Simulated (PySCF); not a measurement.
**Ionisation energy of Cl by level of theory**

Cl [Ne] 3s2 3p5 (2P) → Cl⁺ [Ne] 3s2 3p4 (3P), as a difference of total energies. All numbers are calculated (PySCF 2.14, scalar relativity by spin-free X2C-1e, in cc-pVDZ-DK). Correlated levels: valence: [Ne] frozen. The calculations carry no spin-orbit coupling.

| method | ionisation energy (eV) | error (eV) |
| --- | --- | --- |
| UHF | 11.796 | -1.178 |
| B3LYP | 13.015 | +0.041 |
| TPSS | 12.909 | -0.065 |
| MP2 (valence) | 12.407 | -0.567 |
| SCS-MP2 (valence) | 12.384 | -0.590 |
| CCSD (valence) | 12.345 | -0.629 |
| CCSD(T) (valence) | 12.347 | -0.627 |

Reference: 12.974 eV (measured; NIST levels, between the centres of gravity of the two terms).

Errors of the correlated levels include the incompleteness of this basis and the frozen core.
